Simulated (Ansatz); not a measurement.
C2H2Cl4 (SMILES ClC(Cl)C(Cl)Cl): the vertical ionisation energy from total energies

The species is C2H2Cl4 (8 atoms), meant as a singlet with charge 0. As SMILES, `ClC(Cl)C(Cl)Cl`. Geometry: relaxed at PBE0-D4/def2-TZVP. This is one conformer, not always the lowest.

Both states at this one shape; open shells run unrestricted unless said. 1 Eh = 27.2114 eV.

```
          level  program  singlet C2H2Cl4 (Eh)  doublet [C2H2Cl4]+ (Eh)  HOMO of the first (eV)
      HF/STO-3G   Ansatz          -1894.267777             -1893.879893                  -11.03
wB97M-V/cc-pVDZ   Ansatz          -1918.110274             -1917.704977                  -10.75
```

Problem. Work out the vertical ionisation energy at each level.

Solution. 
1. HF/STO-3G: -1893.879893 − (-1894.267777) = 0.387884 Eh = 10.55 eV; −ε(HOMO) = 11.03 eV.
2. wB97M-V/cc-pVDZ: -1917.704977 − (-1918.110274) = 0.405297 Eh = 11.03 eV; −ε(HOMO) = 10.75 eV.

No measured value is set beside it here; the levels span 10.55 to 11.03 eV. In Hartree–Fock, −ε(HOMO) (Koopmans) exceeds the difference of totals by the orbital relaxation of the ion. Hartree–Fock favours the state with fewer electron pairs, since it lacks pair correlation. Minimal sets are far from the basis-set limit.
